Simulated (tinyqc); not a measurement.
LCCD on RHF in the sto-6g basis, frozen core, for BH3, spin multiplicity 1, step by step (part 2 of 2). Computed by tinyqc, a small Python program that keeps every step (integrals from PySCF). Command: `OMP_NUM_THREADS=1 python tinyqc.py 28680 28681 out.jsonl` (the two numbers bound the seeds that draw the settings). One thread of a shared host (Intel(R) Xeon(R) Processor @ 2.60GHz), about 0.2 s of CPU time with the checks.

Geometry (angstrom):
```
atom        x        y       z
B      0.0000   0.0000  0.0000
H      1.3450   0.0000  0.0000
H     -0.6720   1.1650  0.0000
H     -0.6720  -1.1650  0.0000
```

## Integrals over molecular orbitals

coefficients C:
```
            MO1      MO2      MO3      MO4     MO5      MO6      MO7      MO8
1B 1s    0.9946  -0.2149   0.0000   0.0000  0.0000  -0.2399  -0.0003   0.0000
1B 2s    0.0219   0.6060   0.0000   0.0000  0.0000   1.2270   0.0013   0.0000
1B 2px   0.0000   0.0000   0.0000   0.5000  0.0000  -0.0010   1.0874   0.0000
1B 2py   0.0000   0.0000   0.5000   0.0000  0.0000   0.0000   0.0000   1.0877
1B 2pz   0.0000   0.0000   0.0000   0.0000  1.0000   0.0000   0.0000   0.0000
2H 1s   -0.0035   0.2795   0.0000   0.5366  0.0000  -0.6582  -0.8603   0.0000
3H 1s   -0.0035   0.2795   0.4646  -0.2683  0.0000  -0.6597   0.4290  -0.7446
4H 1s   -0.0035   0.2795  -0.4646  -0.2683  0.0000  -0.6597   0.4290   0.7446
```

core Hamiltonian H = T + V (hartree), lower triangle:
```
           1B 1s    1B 2s   1B 2px   1B 2py   1B 2pz    2H 1s    3H 1s    4H 1s
1B 1s   -13.6248
1B 2s    -3.3907  -4.5331
1B 2px    0.0000  -0.0001  -3.8304
1B 2py    0.0000   0.0000   0.0000  -3.8306
1B 2pz    0.0000   0.0000   0.0000   0.0000  -3.6863
2H 1s    -0.6278  -1.6024  -1.5326   0.0000   0.0000  -2.8776
3H 1s    -0.6279  -1.6025   0.7658  -1.3277   0.0000  -0.2852  -2.8776
4H 1s    -0.6279  -1.6025   0.7658   1.3277   0.0000  -0.2852  -0.2849  -2.8776
```

Given earlier and not repeated: Two-electron integrals (ij|kl) in chemists' order.

(pq|rs) = sum C_ip C_jq C_kr C_ls (ij|kl), one index at a time.

one-electron integrals over orbitals h = C^T H C (hartree), lower triangle:
```
          1        2        3        4        5        6        7        8
1  -13.6131
2    0.2906  -3.6211
3    0.0000   0.0000  -3.3107
4    0.0000   0.0000   0.0000  -3.3106
5    0.0000   0.0000   0.0000   0.0000  -3.6863
6    0.3078  -0.6491   0.0000   0.0006   0.0000  -2.9265
7    0.0003  -0.0008   0.0000  -0.6426   0.0000   0.0002  -3.1056
8    0.0000   0.0000  -0.6428   0.0000   0.0000   0.0000   0.0000  -3.1056
```

Two-electron integrals over orbitals (pq|rs), unique and non-zero (hartree); the lowest 1 orbital is frozen and left out:
```
(22|22) 0.4259      (32|32) 0.1157      (33|22) 0.4163      (33|33) 0.4679
(42|22) 2.70e-06    (42|33) -0.0641     (42|42) 0.1156      (43|32) -0.0642
(43|43) 0.0502      (44|22) 0.4163      (44|33) 0.3674      (44|42) 0.0642
(44|44) 0.4679      (52|52) 0.0679      (53|53) 0.0157      (54|52) -3.70e-06
(54|54) 0.0157      (55|22) 0.4527      (55|33) 0.4138      (55|42) -6.46e-06
(55|44) 0.4138      (55|55) 0.5871      (62|22) 0.0482      (62|33) 0.0217
(62|42) 5.39e-06    (62|44) 0.0218      (62|55) 0.1166      (62|62) 0.0751
(63|32) -0.0448     (63|43) 0.0434      (63|63) 0.0638      (64|22) -4.31e-05
(64|33) 0.0433      (64|42) -0.0446     (64|44) -0.0433     (64|55) -1.05e-04
(64|62) -1.32e-04   (64|64) 0.0636      (65|52) 0.0632      (65|54) -1.99e-05
(65|65) 0.0633      (66|22) 0.4188      (66|33) 0.4154      (66|42) -2.27e-04
(66|44) 0.4152      (66|55) 0.4414      (66|62) 0.0293      (66|64) 8.63e-05
(66|66) 0.4325      (72|22) 6.58e-05    (72|33) 0.0225      (72|42) -3.09e-04
(72|44) -0.0225     (72|55) 1.31e-04    (72|62) 2.46e-05    (72|64) 0.0469
(72|66) 5.87e-05    (72|72) 0.0493      (73|32) 0.0467      (73|43) -0.0240
(73|63) -0.0320     (73|73) 0.0332      (74|22) 0.0512      (74|33) 0.0523
(74|42) -0.0468     (74|44) 0.0041      (74|55) 0.1057      (74|62) 0.0727
(74|64) 0.0320      (74|66) 0.0283      (74|72) 0.0109      (74|74) 0.1077
(75|52) 6.73e-05    (75|54) 0.0162      (75|65) 4.58e-05    (75|75) 0.0207
(76|22) -1.52e-05   (76|33) -0.0590     (76|42) 0.1062      (76|44) 0.0590
(76|55) -2.10e-05   (76|62) -8.56e-06   (76|64) -0.0470     (76|66) -2.41e-04
(76|72) -0.0047     (76|74) -0.0494     (76|76) 0.1097      (77|22) 0.4404
(77|33) 0.3982      (77|42) 0.0304      (77|44) 0.4667      (77|55) 0.4676
(77|62) 0.0533      (77|64) -0.0373     (77|66) 0.4434      (77|72) -0.0283
(77|74) 0.0481      (77|76) 0.0309      (77|77) 0.5090      (82|32) -3.11e-04
(82|43) 0.0225      (82|63) 0.0469      (82|73) -0.0108     (82|82) 0.0493
(83|22) 0.0512      (83|33) 0.0041      (83|42) 0.0467      (83|44) 0.0523
(83|55) 0.1057      (83|62) 0.0727      (83|64) -0.0321     (83|66) 0.0281
(83|72) -0.0107     (83|74) 0.0436      (83|76) 0.0493      (83|77) 0.0705
(83|83) 0.1076      (84|32) 0.0468      (84|43) -0.0240     (84|63) -0.0321
(84|73) 0.0307      (84|82) -0.0108     (84|84) 0.0333      (85|53) 0.0162
(85|85) 0.0207      (86|32) 0.1063      (86|43) -0.0591     (86|63) -0.0472
(86|73) 0.0493      (86|82) -0.0048     (86|84) 0.0493      (86|86) 0.1098
(87|32) -0.0301     (87|43) 0.0340      (87|63) 0.0371      (87|73) -0.0110
(87|82) 0.0283      (87|84) -0.0110     (87|86) -0.0306     (87|87) 0.0342
(88|22) 0.4404      (88|33) 0.4666      (88|42) -0.0302     (88|44) 0.3984
(88|55) 0.4676      (88|62) 0.0533      (88|64) 0.0371      (88|66) 0.4436
(88|72) 0.0284      (88|74) 0.0704      (88|76) -0.0307     (88|77) 0.4403
(88|83) 0.0483      (88|88) 0.5089
```

## LCCD: starting amplitudes

orbital energies (hartree): MO1 -7.5360, MO2 -0.6194, MO3 -0.4239, MO4 -0.4237, MO5 0.2390, MO6 0.5252, MO7 0.6199, MO8 0.6202

t_ij^ab = <ij||ab> / (e_i + e_j - e_a - e_b), whose energy is MP2.

Starting amplitudes (spin orbitals 1a, 1b, ...; amplitudes related by a flip of all spins are not repeated; the 24 largest):
```
from      to        t
4a 4b  7a 7b  -0.0516
3a 3b  8a 8b  -0.0516
2a 2b  5a 5b  -0.0395
3a 3b  6a 6b  -0.0336
4a 4b  6a 6b  -0.0335
2a 3b  6a 8b  -0.0332
2a 4b  6a 7b  -0.0332
2a 2b  6a 6b  -0.0328
2a 3b  6b 8a   0.0214
2a 4b  6b 7a   0.0214
3a 4b  7b 8a   0.0209
2a 2b  7a 7b  -0.0199
2a 2b  8a 8b  -0.0199
3a 4b  6b 8a  -0.0161
3a 4b  6a 8b   0.0161
3a 3b  6a 7b   0.0161
4a 4b  6a 7b  -0.0161
4a 4b  8a 8b  -0.0160
3a 3b  7a 7b  -0.0159
3a 4b  7a 8b  -0.0147
4a 4b  5a 5b  -0.0119
3a 3b  5a 5b  -0.0119
2a 3a  6a 8a  -0.0118
2a 4a  6a 7a  -0.0118
```

correlation energy = -0.046241 hartree

## LCCD: amplitude update 1

t_ij^ab D_ij^ab are set to the remaining terms of the spin-orbital equations, evaluated with the old amplitudes; for the doubles these are <ij||ab> + 1/2 <ab||ef> t_ij^ef + 1/2 <mn||ij> t_mn^ab + P(ij)P(ab) <mb||ej> t_im^ae, D the orbital-energy denominators (linear CCD).

Amplitudes after update 1 (spin orbitals 1a, 1b, ...; amplitudes related by a flip of all spins are not repeated; the 24 largest):
```
from      to        t
4a 4b  7a 7b  -0.0679
3a 3b  8a 8b  -0.0678
2a 2b  5a 5b  -0.0515
3a 3b  6a 6b  -0.0462
4a 4b  6a 6b  -0.0461
2a 3b  6a 8b  -0.0439
2a 4b  6a 7b  -0.0439
2a 2b  6a 6b  -0.0404
2a 3b  6b 8a   0.0321
2a 4b  6b 7a   0.0321
3a 4b  7b 8a   0.0268
2a 2b  7a 7b  -0.0252
2a 2b  8a 8b  -0.0252
3a 4b  6a 8b   0.0229
3a 4b  6b 8a  -0.0228
4a 4b  6a 7b  -0.0228
3a 3b  6a 7b   0.0228
3a 4b  7a 8b  -0.0227
4a 4b  8a 8b  -0.0183
3a 3b  7a 7b  -0.0183
2a 3a  6a 8a  -0.0118
2a 4a  6a 7a  -0.0118
4a 4b  5a 5b  -0.0104
3a 3b  5a 5b  -0.0104
```

correlation energy = -0.061420 hartree

## LCCD: amplitude update 2

As before.

Amplitudes after update 2 (spin orbitals 1a, 1b, ...; amplitudes related by a flip of all spins are not repeated; the 24 largest):
```
from      to        t
4a 4b  7a 7b  -0.0742
3a 3b  8a 8b  -0.0741
2a 2b  5a 5b  -0.0559
3a 3b  6a 6b  -0.0516
4a 4b  6a 6b  -0.0515
2a 3b  6a 8b  -0.0474
2a 4b  6a 7b  -0.0474
2a 2b  6a 6b  -0.0431
2a 3b  6b 8a   0.0366
2a 4b  6b 7a   0.0366
3a 4b  7b 8a   0.0288
2a 2b  7a 7b  -0.0271
2a 2b  8a 8b  -0.0271
3a 4b  7a 8b  -0.0267
3a 4b  6a 8b   0.0254
3a 4b  6b 8a  -0.0254
4a 4b  6a 7b  -0.0253
3a 3b  6a 7b   0.0253
4a 4b  8a 8b  -0.0186
3a 3b  7a 7b  -0.0185
2a 3a  6a 8a  -0.0108
2a 4a  6a 7a  -0.0108
2a 4b  7a 7b  -0.0094
2a 4b  8a 8b   0.0093
```

correlation energy = -0.066998 hartree

## LCCD: amplitude update 3

As before.

Amplitudes after update 3 (spin orbitals 1a, 1b, ...; amplitudes related by a flip of all spins are not repeated; the 24 largest):
```
from      to        t
4a 4b  7a 7b  -0.0768
3a 3b  8a 8b  -0.0766
2a 2b  5a 5b  -0.0578
3a 3b  6a 6b  -0.0539
4a 4b  6a 6b  -0.0538
2a 3b  6a 8b  -0.0487
2a 4b  6a 7b  -0.0487
2a 2b  6a 6b  -0.0442
2a 3b  6b 8a   0.0386
2a 4b  6b 7a   0.0386
3a 4b  7b 8a   0.0296
3a 4b  7a 8b  -0.0285
2a 2b  7a 7b  -0.0278
2a 2b  8a 8b  -0.0278
3a 4b  6a 8b   0.0263
3a 4b  6b 8a  -0.0263
4a 4b  6a 7b  -0.0263
3a 3b  6a 7b   0.0263
4a 4b  8a 8b  -0.0185
3a 3b  7a 7b  -0.0185
2a 3a  6a 8a  -0.0101
2a 4a  6a 7a  -0.0101
2a 4b  7a 7b  -0.0099
2a 4b  8a 8b   0.0099
```

correlation energy = -0.069186 hartree

## LCCD: convergence

E_corr = 1/4 sum <ij||ab> t_ij^ab; stop when the norm of the change is below 1e-8.

Course of the amplitude iterations:
```
update  correlation energy (hartree)  norm of the change
0                          -0.046241                   -
1                          -0.061420            1.03e-01
2                          -0.066998            4.17e-02
3                          -0.069186            1.79e-02
4                          -0.070081            7.93e-03
5                          -0.070458            3.62e-03
6                          -0.070619            1.69e-03
7                          -0.070690            8.04e-04
8                          -0.070721            3.90e-04
9                          -0.070735            1.92e-04
10                         -0.070741            9.51e-05
11                         -0.070744            4.77e-05
12                         -0.070745            2.40e-05
13                         -0.070746            1.22e-05
14                         -0.070746            6.20e-06
15                         -0.070746            3.17e-06
16                         -0.070747            1.62e-06
17                         -0.070747            8.35e-07
18                         -0.070747            4.31e-07
19                         -0.070747            2.23e-07
20                         -0.070747            1.16e-07
21                         -0.070747            6.04e-08
22                         -0.070747            3.15e-08
23                         -0.070747            1.65e-08
24                         -0.070747            8.69e-09
```

Converged amplitudes (spin orbitals 1a, 1b, ...; amplitudes related by a flip of all spins are not repeated; the 24 largest):
```
from      to        t
4a 4b  7a 7b  -0.0789
3a 3b  8a 8b  -0.0787
2a 2b  5a 5b  -0.0596
3a 3b  6a 6b  -0.0555
4a 4b  6a 6b  -0.0554
2a 3b  6a 8b  -0.0496
2a 4b  6a 7b  -0.0495
2a 2b  6a 6b  -0.0452
2a 3b  6b 8a   0.0402
2a 4b  6b 7a   0.0402
3a 4b  7a 8b  -0.0303
3a 4b  7b 8a   0.0302
2a 2b  7a 7b  -0.0281
2a 2b  8a 8b  -0.0281
3a 4b  6a 8b   0.0268
3a 4b  6b 8a  -0.0268
4a 4b  6a 7b  -0.0268
3a 3b  6a 7b   0.0268
4a 4b  8a 8b  -0.0182
3a 3b  7a 7b  -0.0182
2a 4b  7a 7b  -0.0102
2a 4b  8a 8b   0.0101
2a 3b  7b 8a  -0.0100
2a 3b  7a 8b   0.0100
```

LCCD total energy = -26.345913 hartree

Converged in 24 updates.
